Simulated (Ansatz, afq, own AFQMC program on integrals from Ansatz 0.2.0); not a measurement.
**SiHO, quartet in cc-pVDZ, levels against CCSDT(Q)**

```tsv
atom	x (Å)	y (Å)	z (Å)
Si	0.0000	-0.0995	0.6393
O	0.0000	0.1007	-1.2119
H	0.0000	1.1744	1.4239
```

Connectivity, by distances: SiH–O.

Basis cc-pVDZ. Noble-gas cores (and the filled d shells of Ga–Kr and In–Xe) are frozen. AFQMC by an in-house program on the Cholesky factors that Ansatz 0.2.0 writes for its CCSD(T) run. ph-AFQMC/CISD is guided by a CISD state made of CCSD amplitudes; releasing the constraint for a short imaginary time cuts its bias at the price of noise, slowly where states lie close. ± is one standard error of the sampling.

Determinant: UHF, the one that the program's search chose, which needn't be the lowest solution. The geometry is a point of a scan.

No full CI on the walks' own integrals is used here; CCSDT(Q) serves as the reference and is uncertain by about the last step of the cluster series.

Cautions: lower spins were not checked.

```
T1 diagnostic                               : 0.0246
weight of the determinant in the CISD state : 0.898
⟨S²⟩ of the determinant                     : 3.767
size of the correlated space                : 11 electrons in 31 orbitals
```

Reference: CCSDT(Q), correlation energy -6.456 eV. The released energy is read at 2.40 1/Eh (meV from the phaseless value at times in 1/Eh: 5 ± 11 at 0.24, 2 ± 10 at 0.51, -13 ± 12 at 0.99, -5 ± 14 at 1.62, -24 ± 22 at 2.40).

```json
{"level": "HF", "E − E(reference) (kcal/mol)": "148.89", "share of correlation (%)": "0.00"}
{"level": "MP2", "E − E(reference) (kcal/mol)": "22.11", "share of correlation (%)": "85.15"}
{"level": "CCSD", "E − E(reference) (kcal/mol)": "4.59", "share of correlation (%)": "96.92"}
{"level": "CCSD(T)", "E − E(reference) (kcal/mol)": "1.12", "share of correlation (%)": "99.24"}
{"level": "CCSDT", "E − E(reference) (kcal/mol)": "0.37", "share of correlation (%)": "99.75"}
{"level": "ph-AFQMC/CISD", "E − E(reference) (kcal/mol)": "0.36 ± 0.28", "share of correlation (%)": "99.76"}
{"level": "released AFQMC", "E − E(reference) (kcal/mol)": "-0.20 ± 0.50", "share of correlation (%)": "100.13"}
```

A walk keeps the symmetry of its determinant, which the program's search chose and which needn't be the lowest solution, so a lower state of the same spin and another symmetry isn't excluded. Released energies are given only where the last usable release times agree within the noise; a slower fall can still hide under it.
